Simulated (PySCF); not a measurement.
SMILES C#CCC, PBE0/def2-SVP optimised geometry.

```
10

C      1.64     0.70     0.00
C      0.43     0.70     0.00
C     -1.03     0.67    -0.01
C     -1.61    -0.67    -0.45
H      2.71     0.70     0.00
H     -1.39     0.93     1.00
H     -1.39     1.48    -0.67
H     -1.29    -1.48     0.22
H     -1.29    -0.92    -1.47
H     -2.71    -0.63    -0.44
```

Density from PBE0/def2-TZVP in PySCF at that geometry.

Minimum of the electron density along straight lines between bonded atoms, close to the bond critical point (lines longer than 1.1 times the sum of covalent radii, or with two minima, are not listed):

| bond | length / Å | ρ at the minimum / e bohr⁻³ | ∇²ρ there / e bohr⁻⁵ | position (fraction from the first atom) |
|---|---|---|---|---|
| C1–C2 | 1.211 | (withheld) | -1.13 | 0.49 |
| C2–C3 | 1.459 | 0.271 | (withheld) | 0.54 |
| C3–C4 | 1.528 | 0.243 | (withheld) | 0.51 |
| C1–H5 | 1.074 | 0.283 | -1.03 | 0.66 |
| C3–H6 | 1.104 | 0.272 | -0.92 | 0.64 |
| C3–H7 | 1.104 | 0.272 | -0.92 | 0.64 |
| C4–H8 | 1.100 | 0.273 | -0.92 | 0.64 |
| C4–H9 | 1.100 | 0.273 | -0.92 | 0.64 |
| C4–H10 | 1.100 | 0.272 | -0.92 | 0.64 |

### Question
What belongs in the gaps?

### Answer

- C1–C2, ρ at the minimum / e bohr⁻³: 0.408
- C2–C3, ∇²ρ there / e bohr⁻⁵: -0.74
- C3–C4, ∇²ρ there / e bohr⁻⁵: -0.60
